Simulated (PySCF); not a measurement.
Compound: C2H3Cl2 (doublet state).
Atom-mapped SMILES: `[Cl:1][CH:2][CH2:3][Cl:4]` (hydrogens: H5 on C2; H6, H7 on C3)

Computed geometry: GFN2-xTB, gas phase. This method treats the open shell by occupation alone, without spin polarisation.

(1) What internal coordinates does the optimisation give?

Answers

(1) 
```
        bond  length (Å)
      Cl1–C2       1.688
       C2–C3       1.436
      C3–Cl4       1.889
       C2–H5       1.076
C3–H6, C3–H7       1.086
```

Bonds in one row agree within 0.01 Å and their mean is given. A selection of angles:
```
    angle  degrees
Cl1–C2–C3    120.4
Cl1–C2–H5    115.7
 C3–C2–H5    121.8
C2–C3–Cl4    110.5
 C2–C3–H6    112.9
Cl4–C3–H6    102.8
 H6–C3–H7    112.4
```

Torsions: Cl1–C2–C3–Cl4 -86° (synclinal). The mirror-image conformer, all signs reversed, is as good.

C2 (carbon bonded to C, Cl and H) is almost planar (angles 121.8°, 120.4° and 115.7°, sum 358.0°, 0.11 Å off the plane of its three neighbours). The C–Cl distances run from 1.688 Å (Cl1–C2, drawn single) to 1.889 Å (C3–Cl4, drawn single), a spread of 0.201 Å.

No GFN2-xTB frequencies stand behind this structure, so it isn't proved a minimum.
